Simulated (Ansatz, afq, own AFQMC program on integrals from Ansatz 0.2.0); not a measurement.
SBr⁺, triplet in cc-pVDZ, levels against CCSDT(Q)

| atom | x (Å) | y (Å) | z (Å) |
| --- | --- | --- | --- |
| S | 0.0000 | 0.0000 | 0.0000 |
| Br | 0.0000 | 0.0000 | 2.2720 |

Basis cc-pVDZ. Only valence electrons are correlated. Integrals, coupled cluster, full CI and functionals: Ansatz 0.2.0; the random walks run on the same integrals in our own AFQMC program. The CISD trial takes its coefficients from CCSD amplitudes. Released means that phaseless walkers are propagated on without the constraint, phases kept. Free projection: walkers drawn from exp(T), propagated without any constraint. Its projection time is finite, and what remains of the start isn't in its error. Uncertainties: one standard error, sampling alone. No spin–orbit coupling.

Determinant: UHF, the one that the program's search chose, which needn't be the lowest solution. The geometry is a point of a scan.

No full CI on the walks' own integrals is used here; CCSDT(Q) serves as the reference and is uncertain by about the last step of the cluster series.

Cautions: no relativity below Rb; no spin-orbit coupling; inner d shell frozen; lower spins were not checked; higher spins were not checked; strong correlation (T1 0.059, weight of the determinant 0.80, largest double 0.12); unrestricted determinant slightly spin contaminated (⟨S²⟩ 2.05 against 2.00); the released energies are still falling, so no released level is given (meV from the phaseless value at times in 1/Eh: -26 ± 20 at 0.24, -37 ± 24 at 0.51, -78 ± 25 at 0.99, -91 ± 34 at 1.62, -199 ± 33 at 2.40).

```
T1 diagnostic                               : 0.0593
weight of the determinant in the CISD state : 0.803
⟨S²⟩ of the determinant                     : 2.051
size of the correlated space                : 12 electrons in 26 orbitals
```

| level | correlation energy (eV) |
| --- | --- |
| MP2 | -5.5756 |
| CCSD | -6.5532 |
| CCSD(T) | -6.8098 |

**Question.** Estimate where phaseless AFQMC with a CISD trial lies against CCSD(T) on the same integrals.

**Answer.** 11.8 ± 17.5 meV above CCSD(T). The gap is under twice the noise, so this walk alone can't tell the two apart.

Reference: CCSDT(Q), correlation energy -6.900 eV.

```json
{"level": "CCSD(T)", "E − E(reference) (meV)": "90.2", "share of correlation (%)": "98.69"}
{"level": "CCSDT", "E − E(reference) (meV)": "34.5", "share of correlation (%)": "99.50"}
{"level": "ph-AFQMC/HF", "E − E(reference) (meV)": "28.3 ± 72.2", "share of correlation (%)": "99.59"}
{"level": "ph-AFQMC/CISD", "E − E(reference) (meV)": "102.0 ± 17.5", "share of correlation (%)": "98.52"}
{"level": "free AFQMC", "E − E(reference) (meV)": "15.0 ± 25.7", "share of correlation (%)": "99.78"}
```

Free projections are given only where their last times agree within the noise and don't stop above the reference; a slow remainder of the start can still hide under it. A walk keeps the symmetry of its determinant, which the program's search chose and which needn't be the lowest solution, so a lower state of the same spin and another symmetry isn't excluded.
